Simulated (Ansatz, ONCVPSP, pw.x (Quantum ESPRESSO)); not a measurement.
lithium (Li): does the ONCV potential hold in the solid?

ONCVPSP 4.0.1 input, shortened (lines: element, Z, core and valence counts, functional; n l f; lmax; l rc ep ncon nbas qcut; lloc lpopt rc5 dvloc0; l nproj debl; icmod fcfact rcfact), PBEsol, scalar-relativistic:

```
  Li 3.00    1    1  -116133      upf
    1    0    2.00
    2    0    1.00
    1
    0    3.30    0.00    4    7    1.90
    1    1.96    0.14    4    7    2.90
    4    4    1.70    0.00
    0    1    2.40
    1    2    2.70
    1    0.20    0.00
```

Atomic tests: cutoffs needed: 1.4 Ha and 5.0 Ha (the cutoffs (Ha) at which the residual kinetic energy of the hardest occupied pseudo-wave falls to 1 and 0.1 mHa per electron) The cutoffs count occupied waves only; projector 2 of the p channel, the hardest unoccupied one, needs 21 Ha at the loose tolerance.; ghost test: no bound ghost flagged; no localised positive-energy state flagged; largest excitation error: -4.8 meV (all-electron minus pseudo) for 2s0 2p1, out of 2 test configurations.

Crystal test: fcc Li in pw.x 7.5, no spin, 13³ k-points, Fermi–Dirac smearing 0.01 Ry, cutoffs 50/200 Ry. The lattice is a test structure that the element need not adopt, and mesh and smearing are coarse.

pw.x input:

```
&control
  calculation='scf', prefix='x', pseudo_dir='./', outdir='./tmp', tstress=.true., disk_io='low'
/
&system
  ibrav=0, nat=1, ntyp=1, ecutwfc=50, ecutrho=200, nbnd=7,
  occupations='smearing', smearing='fd', degauss=0.01
/
&electrons
  conv_thr=1e-09, mixing_beta=0.4, electron_maxstep=70
/
ATOMIC_SPECIES
Li 1.0 Li.UPF
CELL_PARAMETERS angstrom
  0.00000000 2.16607742 2.16607742
  2.16607742 0.00000000 2.16607742
  2.16607742 2.16607742 0.00000000
ATOMIC_POSITIONS crystal
Li 0.0000 0.0000 0.0000
K_POINTS automatic
13 13 13 0 0 0
```

```bash
pw.x < Li.scf.in > Li.scf.out
```

Problem. How does the run end?

Solution. It converges; the pressure is -0.52 GPa against -0.05 GPa from all-electron LAPW. The largest radius (3.30 bohr) exceeds half the bond length (2.89 bohr), so the spheres overlap, which is one possible source of error among others. This is a poor potential for the solid. The log shows:

```
Message from routine setup:
     using ibrav=0 with symmetry is DISCOURAGED, use correct ibrav instead
     lattice parameter (alat)  =       5.7888  a.u.
     unit-cell volume          =     137.1666 (a.u.)^3
     number of electrons       =         1.00
     number of Kohn-Sham states=            7
     kinetic-energy cutoff     =      50.0000  Ry
     charge density cutoff     =     200.0000  Ry
     scf convergence threshold =      1.0E-09
     Exchange-correlation= PBESOL
     number of k points=    84  Fermi-Dirac smearing, width (Ry)=  0.0100
     iteration #  1     ecut=    50.00 Ry     beta= 0.40
     total energy              =      -0.61886696 Ry
     estimated scf accuracy    <       0.00025197 Ry
     iteration #  2     ecut=    50.00 Ry     beta= 0.40
     total energy              =      -0.61885415 Ry
     estimated scf accuracy    <       0.00008921 Ry
     iteration #  3     ecut=    50.00 Ry     beta= 0.40
     total energy              =      -0.61885432 Ry
     estimated scf accuracy    <          1.4E-09 Ry
     iteration #  4     ecut=    50.00 Ry     beta= 0.40
     the Fermi energy is     0.4534 ev
!    total energy              =      -0.61885432 Ry
     estimated scf accuracy    <          4.8E-10 Ry
     smearing contrib. (-TS)   =      -0.00229179 Ry
     The total energy is F=E-TS. E is the sum of the following terms:
     one-electron contribution =       0.41422713 Ry
     hartree contribution      =       0.00084355 Ry
     xc contribution           =      -0.47158754 Ry
     ewald contribution        =      -0.56004567 Ry
     convergence has been achieved in   4 iterations
          total   stress  (Ry/bohr**3)                   (kbar)     P=       -5.18
```
